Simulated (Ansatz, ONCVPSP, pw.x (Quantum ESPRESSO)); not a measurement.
# tungsten (W) (bcc): variants of one ONCV potential in the solid

tungsten, optimised norm-conserving Vanderbilt (ONCV), made with ONCVPSP 4.0.1.1 (patched build) (PBE, scalar-relativistic). Core [Kr] 4d10 4f14, reference 5s2 5p6 5d4 6s1.5 (charge +0.5). Waves: 5s+6s: rc 1.60 bohr, ncon 3, nbas 6, qcut 7.1 1/bohr, 2 projectors; 5p: rc 2.05 bohr, ncon 3, nbas 7, qcut 7 1/bohr, 2 projectors, debl 3.5 Ha; 5d: rc 2.85 bohr, ncon 4, nbas 9, qcut 5.3 1/bohr, 3 projectors, debl 1.8 Ha. Local part: polynomial inside 1.00 bohr (lpopt 5, dvloc0 3 Ha). Core correction: none.

Crystal test: bcc W in pw.x 7.5, no spin, 14³ k-points, Fermi–Dirac smearing 0.01 Ry, cutoffs set for each file from its atomic test. The reference is all-electron LAPW (Ansatz 0.2.0) with the same functional, mesh and smearing; V0 and B0 come from Birch–Murnaghan fits to the pressures at five volumes. Errors are pseudo minus all-electron; Δ is the rms difference of the E(V) curves that follow from these fits, minima aligned, over ±6 % about the mean V0. Mesh and smearing are coarse, so the numbers serve the comparison and aren't converged zero-temperature values; the lattice is a test structure that the element need not adopt.

All-electron: a0 = 3.184 Å (V0 = 16.15 Å³/atom), B0 = 300.6 GPa.

Base: The largest radius (2.85 bohr) exceeds half the bond length (2.60 bohr), so the spheres overlap, which is one possible source of error among others. This is a poor potential for the solid.

| change | cutoffs (Ry) | pw.x | a0 (Å) | a0 error (%) | B0 error (%) | Δ (meV/atom) | mean pressure error (GPa) |
| --- | --- | --- | --- | --- | --- | --- | --- |
| base | 55/220 | converged | 3.167 | -0.54 | -0.8 | 17.3 | -4.81 |
| local potential polynomial inside 1.48 bohr (lpopt 5, dvloc0 3 Ha) | 55/220 | converged | 3.172 | -0.39 | -0.5 | 12.4 | -3.48 |
| s: qcut 5.5; p: qcut 5.4; d: qcut 4.1 | 90/360 | converged | 3.159 | -0.79 | -1.6 | 25.1 | -6.88 |
| s: ncon 4, nbas 7 | 55/220 | converged | 3.167 | -0.55 | -0.8 | 17.4 | -4.84 |
| s: nproj 4 | 55/220 | converged | 3.167 | -0.54 | -0.7 | 17.2 | -4.80 |
| s: rc 2.2 | 40/160 | converged | 3.167 | -0.56 | -0.6 | 17.8 | -4.95 |
